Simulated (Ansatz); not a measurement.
Calculated with Ansatz (gas phase, PBE0-D4/def2-TZVP geometries, no zero-point term in ΔE). CCSD(T)/CBS adds triple-zeta CCSD(T) − MP2 to the extrapolated MP2 energy (def2 sets, frozen cores). DFT in def2-TZVPP. B3LYP here is the variant with VWN-RPA as its local correlation; programs differ in this. One conformer a species, not always the lowest.

Reaction (isomerisation): `C=NC(F)OC` → `CC(N)(F)C=O`

Q: Is it downhill or uphill in electronic energy at CCSD(T)/CBS, and by how much? (Estimate.)

A: The calculation gave: Downhill: ΔE = -92.3 kJ/mol.

Q: What do these levels give: PBE0-D4, B3LYP-D4, ωB97M-V, PBE0, B3LYP, MP2/def2-TZVPP, CCSD/def2-TZVPP, CCSD(T)/def2-TZVPP, MP2/def2-QZVPP, HF/CBS(def2), MP2/CBS(def2), CCSD/CBS(def2)? (Estimate.)

A: The calculation gave: PBE0-D4 -93.4, B3LYP-D4 -87.1, ωB97M-V -92.9, PBE0 -92.2, B3LYP -84.7, MP2/def2-TZVPP -97.2, CCSD/def2-TZVPP -88.7, CCSD(T)/def2-TZVPP -88.9, MP2/def2-QZVPP -99.1, HF/CBS(def2) -79.8, MP2/CBS(def2) -100.6, CCSD/CBS(def2) -92.1 kJ/mol.

Largest T1 diagnostic among the species: 0.013.

In def2-TZVPP, CCSD(T) changes the Hartree–Fock value by −9.0 kJ/mol (the triples alone add −0.2 kJ/mol) and MP2 by −17.3 kJ/mol.
